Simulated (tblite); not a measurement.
C4H7O (doublet state).
Numbering: `[O:1][CH2:2][CH:3]1[CH2:4][CH2:5]1` (hydrogens: H6, H7 on C2; H8 on C3; H9, H10 on C4; H11, H12 on C5)

Computed with GFN2-xTB (tblite), gas phase: L-BFGS steps from a force-field or distance-geometry start until the largest atomic force falls under 0.01 eV/Å.

The end geometry, which sets the zero of energy:
```
atom  x, y, z in Å
O1      1.3850   -0.4880   -1.4161
C2      1.4183   -0.1740   -0.1466
C3      0.1071    0.1252    0.5458
C4     -0.9751    0.8008   -0.2583
C5     -1.1149   -0.6367    0.0980
H6      2.1196    0.6876    0.0171
H7      1.9617   -0.9693    0.4309
H8      0.2027    0.3769    1.5945
H9     -0.7162    1.0349   -1.2802
H10    -1.5997    1.5310    0.2329
H11    -0.9479   -1.3601   -0.6862
H12    -1.8395   -0.9291    0.8422
```

Task: These geometries come from the run, each turned onto the end geometry. Order them by energy, lowest first.
A.
```
atom  x, y, z in Å
O1      1.4075   -0.8469   -1.2802
C2      1.4048   -0.2114   -0.1300
C3      0.0984    0.0605    0.5498
C4     -0.9453    0.8332   -0.2026
C5     -1.1317   -0.6156    0.0299
H6      1.9205    0.7689   -0.2834
H7      2.1058   -0.6924    0.5886
H8      0.1639    0.2683    1.6061
H9     -0.6393    1.1421   -1.1827
H10    -1.5370    1.5435    0.3328
H11    -1.0317   -1.2640   -0.8187
H12    -1.8149   -0.9871    0.7645
```
B.
```
atom  x, y, z in Å
O1      1.3685   -0.8668   -1.3098
C2      1.4388   -0.1722   -0.0948
C3      0.1162    0.0258    0.5400
C4     -0.9610    0.8256   -0.2140
C5     -1.1360   -0.6616    0.0192
H6      1.8790    0.8115   -0.3188
H7      2.0710   -0.7352    0.6445
H8      0.1510    0.3372    1.6061
H9     -0.5371    1.1703   -1.1908
H10    -1.5364    1.5476    0.3640
H11    -1.0753   -1.2616   -0.9255
H12    -1.7775   -1.0214    0.8541
```
C.
```
atom  x, y, z in Å
O1      1.3975   -0.6964   -1.3536
C2      1.4212   -0.2023   -0.1426
C3      0.1038    0.0936    0.5384
C4     -0.9700    0.8225   -0.2339
C5     -1.1259   -0.6295    0.0595
H6      2.0394    0.7318   -0.1340
H7      2.0569   -0.8370    0.5313
H8      0.2039    0.3302    1.5871
H9     -0.7083    1.1396   -1.2317
H10    -1.5920    1.5183    0.3109
H11    -0.9545   -1.3381   -0.7374
H12    -1.8708   -0.9335    0.7801
```
D.
```
atom  x, y, z in Å
O1      1.4105   -0.8473   -1.2845
C2      1.4192   -0.2142   -0.1416
C3      0.0998    0.0610    0.5548
C4     -0.9502    0.8438   -0.2046
C5     -1.1365   -0.6176    0.0384
H6      1.9477    0.7674   -0.2684
H7      2.1291   -0.6918    0.5805
H8      0.1767    0.2404    1.6216
H9     -0.6804    1.1415   -1.2092
H10    -1.5535    1.5621    0.3361
H11    -0.9957   -1.2801   -0.8035
H12    -1.8656   -0.9661    0.7544
```
E.
```
atom  x, y, z in Å
O1      1.3759   -0.8491   -1.2785
C2      1.4347   -0.1997   -0.1256
C3      0.0972    0.0378    0.5500
C4     -0.9497    0.8208   -0.2174
C5     -1.1336   -0.6559    0.0184
H6      1.8854    0.8103   -0.3174
H7      2.0732   -0.7290    0.6358
H8      0.1519    0.3282    1.5973
H9     -0.5520    1.1639   -1.1800
H10    -1.5340    1.5448    0.3582
H11    -1.0731   -1.2570   -0.9050
H12    -1.7747   -1.0160    0.8383
```

Result: C (0.017 eV), D (0.037 eV), A (0.076 eV), E (0.276 eV), B (0.526 eV).

In the order of the answer:

```
step  E above end (eV)  largest force (eV/Å)  rms force component (eV/Å)  rms distance from end (Å)  rms bond change (Å)  bond most changed (Å)
  24             0.017                  0.14                       0.048                      0.112                0.002           C3–C5 -0.003
   8             0.037                  0.13                       0.056                      0.202                0.004           C3–C5 -0.006
   5             0.076                  0.51                       0.180                      0.208                0.009           C2–C3 -0.015
   1             0.276                  1.00                       0.370                      0.229                0.014          C5–H11 +0.024
   0             0.526                  2.90                       0.854                      0.234                0.038           O1–C2 +0.093
```

Run on Arm Neoverse N1, one thread, shared host with 32 logical CPUs at a one-minute load of 8.5.
